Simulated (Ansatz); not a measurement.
Where CCSD(T) holds and where it slips

Each species is computed at the geometry given (Å), with frozen cores, in Ansatz 0.2.0: RHF-CCSD(T) for singlets, UHF-CCSD(T) otherwise, and full CI in the same basis. The program picks the determinant by trial CCSD, so it needn't be the lowest Hartree–Fock solution. States: AlN Π, NH4⁺ A, HBAl A'', SiH3⁺ A1, HCSi Π. Cases whose determinant has another symmetry than full CI's state, or whose (Q) step broke down, weren't drawn.

Question: Judging by size, spin and bonding and the diagnostics given, rank them by the size of CCSD(T)'s error in total energy against full CI in the same basis, smallest first (an estimate).
A. HBAl, doublet, 6-31G: B 0.000 -0.156 0.317; Al 0.000 0.027 -1.795; H 0.000 0.130 1.478. T1 0.041, (T) -55 meV in a correlation energy of -2.49 eV
B. NH$_{4}$⁺, singlet, 6-31G: N 0.020 0.011 0.002; H 0.446 0.611 0.604; H -0.661 -0.601 0.598; H -0.574 0.521 -0.570; H 0.504 -0.681 -0.666. T1 0.007, (T) -37 meV in a correlation energy of -3.65 eV
C. HCSi, doublet, 6-31G: Si 0.000 0.000 1.724; C 0.000 0.000 -0.322; H 0.000 0.000 -1.402. T1 0.096, (T) -144 meV in a correlation energy of -3.44 eV
D. SiH3⁺, singlet, cc-pVDZ: Si 0.006 -0.010 0.000; H 1.478 0.004 0.000; H -0.929 1.573 -0.004; H -0.718 -1.292 0.003. T1 0.011, (T) -53 meV in a correlation energy of -3.13 eV
E. AlN, triplet, 6-31G: Al 0.000 0.000 0.000; N 0.000 0.000 1.668. T1 0.077, (T) -97 meV in a correlation energy of -3.30 eV

Answer: B (10.7 meV), D (19.2 meV), A (34.0 meV), E (58.9 meV), C (94.7 meV).

| species | basis | correlated electrons | CCSD(T) − full CI (meV) | CCSDT(Q) − full CI (meV) | unpaired electrons (full CI) | T1 | ⟨S²⟩ of the determinant |
| --- | --- | --- | --- | --- | --- | --- | --- |
| NH4⁺, singlet | 6-31G | 8 | 10.7 | 0.0 | 0.02 | 0.007 | 0.00 |
| SiH3⁺, singlet | cc-pVDZ | 6 | 19.2 | 0.5 | 0.05 | 0.011 | 0.00 |
| HBAl, doublet | 6-31G | 7 | 34.0 | 1.3 | 1.12 | 0.041 | 0.77 |
| AlN, triplet | 6-31G | 8 | 58.9 | -3.2 | 2.12 | 0.077 | 2.05 |
| HCSi, doublet | 6-31G | 9 | 94.7 | -2.1 | 1.39 | 0.096 | 1.59 |

Unpaired electrons are Σ n²(2−n)² over natural occupations; an open shell counts its own unpaired electrons too. Frozen cores follow each run's orbitals, which moves totals by a few meV.
